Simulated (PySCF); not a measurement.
Gas-phase reaction: 4 (CH₃)₂Si + 4 CH₄ → 4 ethylsilane + C₄H₈ (cis-2-butene). Level: PBE0/def2-QZVP†; standard pressure 1 bar.

Energies from PySCF, thermal terms from the rigid-rotor harmonic-oscillator model, ideal gas at 1 bar. S°(298 K) at PBE0/def2-TZVP differs from the NASA 1993 table for C₄H₈ (cis-2-butene) (-6 J/mol/K); whether the harmonic model or the table's entry is off was not settled. † marks an energy on the PBE0/def2-TZVP geometry and frequencies. All species are closed-shell singlets. No R ln 2 is added for the mirror-image form of (CH₃)₂Si. (CH₃)₂Si: computed as isolated molecules; such fragments, hydroxides, amides, oligomers or adducts are transient or little studied in the gas. The harmonic model lacks anharmonicity and excited electronic states, which grow with temperature; levels with a mode under 35 cm⁻¹ are left out. Internal rotation in (CH₃)₂Si, ethylsilane, C₄H₈ (cis-2-butene) is treated as a harmonic vibration of one conformer, which makes the entropy rough.

```tsv
T (K)	1000/T (1/K)	log10 K
800	1.2500	5.49
1000	1.0000	-0.15
1200	0.8333	-3.80
1400	0.7143	?
1600	0.6250	-8.17
1800	0.5556	-9.55
```

### Question
Fit log10 K = a + b·(1000/T) to the five rows, get the mean ΔH° and ΔS°, and predict log10 K at 1400 K.

### Answer
Means: 1000/T = 0.8528, log10 K = -3.236. Sums of products about the means: Sxy = 6.93171, Sxx = 0.320037, so b = Sxy/Sxx = 21.66 and a = -3.236 − (21.66)×0.8528 = -21.71.
ΔH° = −R ln 10 × 1000 K × b = −19.145 × (21.66) = -415 kJ; ΔS° = R ln 10 × a = -416 J/K. The run's own values go from -436 kJ and -440 J/K at 800 K to -374 kJ and -391 J/K at 1800 K.
Prediction at 1400 K: -21.71 + (21.66)×0.7143 = -6.24. The computed value is -6.33, 0.09 from the line.
For scale, ΔH°(298 K) is -443 kJ at this level, -421 kJ at ωB97M-V/def2-TZVP†, and runs from -706 to -352 kJ over the 19 levels computed.
